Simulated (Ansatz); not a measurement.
Harmonic frequencies (cm⁻¹) at PBE0-D4/def2-TZVP from Ansatz: 210, 258, 330, 678, 738, 876, 997, 1074, 1124, 1279, 1304, 1404, 1469, 1481, 1489, 2704, 3046, 3072, 3110, 3120, 3142.

Each molecule was computed in one conformer, which needn't be the lowest.

(1) Which molecule is it?
A. `CCS`
B. `CSC(F)(F)F`
C. `CSC`
D. `C=CCS`

Answers

(1) A.
